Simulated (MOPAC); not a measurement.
MOPAC input (PM6):

```
PM6 1SCF UHF MS=0.5 GEO-OK AUX(PRECISION=9) THREADS=1
BCl2

B    -0.00527615 1    0.68628422 1   -0.03815181 1
Cl    1.53762474 1   -0.08886242 1    0.01004358 1
Cl   -1.53607293 1   -0.11298588 1    0.00117754 1
```

What heat of formation does the run end on, and which ionisation energy by Koopmans theorem?

-22.01 kcal/mol; 8.96 eV.
